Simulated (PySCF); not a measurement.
How good is the calculation?

Geometry (Å), atoms numbered from 1 in this order:
```xyz
17

N     2.0974   -0.1429   -0.3582
C     0.9152   -0.1118    0.4853
C    -0.0241   -1.2783    0.1194
C    -1.2171   -0.6351   -0.5851
C    -1.3856    0.6827    0.1651
C     0.0511    1.1697    0.3451
H     1.8315   -0.0377   -1.3325
H     2.7226    0.6206   -0.1230
H     1.2725   -0.2194    1.5142
H    -0.3586   -1.7850    1.0246
H     0.4963   -2.0030   -0.5040
H    -0.9778   -0.4382   -1.6321
H    -2.1095   -1.2585   -0.5488
H    -2.0040    1.4003   -0.3733
H    -1.8421    0.4960    1.1384
H     0.1581    1.8348    1.2014
H     0.3672    1.7178   -0.5464
```

Measured values that the calculation should reproduce: δ ¹³C C2 53.4; C3/C6 36.4; C4/C5 24.0 ppm (measured; solution, not stated per compound (mostly CDCl3 or CCl4); Pretsch, Buehlmann, Badertscher, Structure Determination of Organic Compounds, 4th ed. (2009)).

- GIAO PBE0/pcSseg-1 shieldings
- geometry from GFN2-xTB
- run in PySCF 2.14.0 with density-fitted response routines
- no solvent, non-relativistic, one computed conformer, one averaged value for each set of equivalent atoms

Task: What does the calculation give, and how does it compare?

Result: 
Reference values: measured (solution, not stated per compound (mostly CDCl3 or CCl4); Pretsch, Buehlmann, Badertscher, Structure Determination of Organic Compounds, 4th ed. (2009)).
| atoms | quantity | reference | computed | computed, scaled |
| --- | --- | --- | --- | --- |
| C2 | δ ¹³C | 53.4 | 56.0 | 52.4 |
| C3/C6 | δ ¹³C | 36.4 | 42.6 | 39.4 |
| C4/C5 | δ ¹³C | 24.0 | 30.7 | 27.8 |

Computed shifts are σ(ref) − σ with the named reference compound (TMS for H and C) calculated as an isolated molecule at the same level. The measured values may be among those fitted. Expected solution values come from regression of measured δ (H and C: mostly CDCl3, vs TMS) on computed σ: ¹³C: δ = 179.97 − 0.974σ (rms 2.1 ppm, 958 shifts, 2.3 ppm with the 13 outliers that the fit left out). Occasional misses reach two or three times the rms, and more in compound classes unlike the fitted ones.

Task: How far are the unscaled ¹³C shifts from the references?

Result: Mean signed difference +5.17 ppm, mean absolute 5.17 ppm over 3 comparisons; the largest is +6.7 ppm at C4/C5 (sp3 CH2 in a ring).
